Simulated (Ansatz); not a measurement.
Consider the formal loss of a carbene: `[CH3][Mg][OH]` → `[CH2]` (triplet) + `[OH][MgH]`.

Gas-phase electronic energies from Ansatz, PBE0-D4/def2-TZVP geometries. CCSD(T)/CBS is the MP2 limit (def2-TZVPP, def2-QZVPP) plus CCSD(T) − MP2 in def2-TZVPP, frozen cores. This one scheme is used for every species. Functionals use def2-TZVPP. Triplets are unrestricted, without spin–orbit coupling. For Mg outer-core shells are correlated without core-valence functions, which leaves a few kJ/mol of doubt a bond. One conformer a species, not always the lowest.

```tsv
species	ωB97X-V energy (Eh)
`[CH3][Mg][OH]`	-315.82722
`[CH2]` (triplet)	-39.14786
`[OH][MgH]`	-276.50053
```

(1) Work out ΔE.

Largest T1 diagnostic among the species: 0.011.

## Answers

(1) ΔE = (-39.14786) + (-276.50053) − (-315.82722) = 0.17883 Eh = +112.2 kcal/mol. CCSD(T)/CBS gives +112.2 kcal/mol.

From r2SCAN to r2SCAN0 (25 % exact exchange), in def2-TZVPP and without D4, ΔE moves by −1.4 kcal/mol. Leaving LDA and LC-ωPBE aside and taking each functional with its dispersion term where it has one, the values, not all of them listed here, spread over 8.2 kcal/mol, from r2SCAN0-D4 to PBE-D4. LDA lies +15.4 kcal/mol from PBE without D4. The D4 term adds +1.0 kcal/mol with B3LYP and +0.6 kcal/mol with PBE0; it sums over pairs of atoms, weighted by their polarisabilities, and B3LYP, whose exchange is more repulsive, gets the larger term.

B3LYP here is the variant with VWN-RPA as its local correlation; programs differ in this.
